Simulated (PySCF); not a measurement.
# `[CH3-]`, [CH3]-, charge -1

Molfile (atoms numbered from 1):
```
CH3
     RDKit          3D

  4  3  0  0  0  0  0  0  0  0999 V2000
   -0.0109    0.0190    0.3948 C   0  0  0  0  0  0  0  0  0  0  0  0
    0.9551    0.3180   -0.1218 H   0  0  0  0  0  0  0  0  0  0  0  0
   -0.1887   -0.9863   -0.1021 H   0  0  0  0  0  0  0  0  0  0  0  0
   -0.7453    0.6542   -0.1937 H   0  0  0  0  0  0  0  0  0  0  0  0
  1  2  1  0
  1  3  1  0
  1  4  1  0
M  CHG  1   1  -1
M  END
```

Method: GIAO B3LYP/STO-3G magnetisability, rotational g tensor and spin-rotation constants, non-relativistic, gas phase (PySCF). Geometry: PBE0-D3(BJ)/def2-SVP.

For an ion the centre-of-mass motion in the field is neglected. The highest occupied orbital is unbound at this level, so the values depend on the basis.

Question: How diamagnetic is it, and how anisotropic?

Answer: Isotropic -294 × 10⁻³⁰ J/T², or -17.7 × 10⁻⁶ cm³/mol; principal values -300, -300, -282 × 10⁻³⁰ J/T², anisotropy 18 × 10⁻³⁰ J/T² (root of half the summed squared differences of the principal values). The susceptibility is in cgs units.

Question: Split it along the inertial axes a, b, c into diamagnetic and paramagnetic parts about the centre of mass, with the quadrupole moment.

Answer: 
```
axis  χ (10⁻⁶ cm³/mol)  diamagnetic (10⁻⁶ cm³/mol)  paramagnetic (10⁻⁶ cm³/mol)  summed x² of all electrons (Å²)  quadrupole Θ (D Å)
   a             -18.0                       -25.9                          7.9                              3.4               +0.27
   b             -18.0                       -25.9                          7.9                              3.4               +0.27
   c             -17.0                       -29.2                         12.3                              2.7               -0.53
```
Anisotropies 2χaa − χbb − χcc = -1.1 and 2χbb − χaa − χcc = -1.1 × 10⁻⁶ cm³/mol. Θ is traceless in Buckingham's convention.

Question: And the rotational g tensor?

Answer: 
| axis | rotational constant (GHz) | g | nuclear part | electronic part |
| --- | --- | --- | --- | --- |
| a | 228.9608 | +0.1195 | 0.9682 | -0.8487 |
| b | 228.9594 | +0.1195 | 0.9682 | -0.8487 |
| c | 166.6163 | +0.0396 | 0.9995 | -0.9599 |

Oblate top; isotopes 12C, 1H; no vibrational averaging.
